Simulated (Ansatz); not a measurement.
We consider bcc Ta, described by PBEsol+SOC (PAW; Ansatz, an electronic-structure program).

Run with plane-wave cutoff 520 eV, 20×20×20 k mesh, Fermi–Dirac smearing 0.1 eV, perturbation theory, PAW data made under PBE.

Computed at the level's own relaxed cell.

Ta has the cubic space group Im-3m (No. 229), the bcc (W type) structure, Pearson symbol cI2. Cell: a = 3.281 Å, b = 3.281 Å, c = 3.281 Å, α = 90.00°, β = 90.00°, γ = 90.00°. Ta on 2a is coordinated by 8 Ta at 2.841 Å and 6 Ta at 3.281 Å. (Neighbours: up to the widest gap in distance over summed covalent radii, below 1.35, at either atom.)
(The calculation used a cell of 1 atom; values per cell refer to that cell.)

Harmonic phonon frequencies (cm⁻¹; i marks an imaginary mode):

```tsv
q point	frequencies
H	170 170 170
N	[?]
P	128 128 128
```

What belongs in the gaps?


- N, frequencies: 90 146 147

No imaginary mode appears at these points.
